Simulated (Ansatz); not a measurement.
Barrier from H (doublet) + H2 (molecular hydrogen, SMILES [H][H]) to the saddle point below; all geometries are those of the HTBH38 set.
```
H
H 1 0.9295
H 1 0.9295 2 180.00
```
Charge 0, spin multiplicity 2.

Total energies in hartree (Ansatz, a quantum-chemistry and plane-wave program). Radicals and triplets start from unrestricted determinants; spin-orbit coupling is neglected. Cores are frozen in correlated methods. No relativity. Full CI freezes restricted core orbitals, also for open shells. Where a partner has so few electrons that a lower coupled-cluster level is exact, that level stands in. The UHF reference of H3 (saddle point or complex, doublet) is spin-contaminated (<S^2> up to 0.04 over the pure value in the sets run).

```tsv
species	HF/aug-cc-pVTZ	CCSD(T)/aug-cc-pVTZ	HF/aug-cc-pVQZ	CCSD(T)/aug-cc-pVQZ	FCI/aug-cc-pVQZ
1: H (doublet)	-0.49982	-0.49982	-0.49995	-0.49995	-0.49995
2: H2 (SMILES [H][H])	-1.13302	-1.17263	-1.13346	-1.17387	-1.17387
3: H3 (complex or saddle point, doublet)	-1.60484	-1.65689	-1.60535	-1.65835	-1.65847
```

**Question.** Work out the barrier height (electronic, no zero-point energy) in kcal/mol: take Hartree-Fock from aug-cc-pVQZ, extrapolate the CCSD(T) correlation energy as X^-3 (X = 3, 4), and add FCI - CCSD(T) in aug-cc-pVQZ. 1 hartree = 627.51 kcal/mol.

**Answer.** 
Species 1: correlation (64·(0.00000) - 27·(0.00000))/37 = 0.00000; step +0.00000; E1 = -0.49995 + (0.00000) + (+0.00000) = -0.49995
Species 2: correlation (64·(-0.04041) - 27·(-0.03961))/37 = -0.04099; step +0.00000; E2 = -1.13346 + (-0.04099) + (+0.00000) = -1.17445
Species 3: correlation (64·(-0.05300) - 27·(-0.05205))/37 = -0.05369; step -0.00012; E3 = -1.60535 + (-0.05369) + (-0.00012) = -1.65916
-1·E1 -1·E2 +1·E3 = 0.01524 hartree = 9.6 kcal/mol. Published benchmark value: 9.6 kcal/mol (Zhao et al., J. Phys. Chem. A 109, 2012 (2005), HTBH38), a best estimate, not a measurement. The composite differs from it by -0.0 kcal/mol; core, relativistic and spin-orbit terms are not in it.
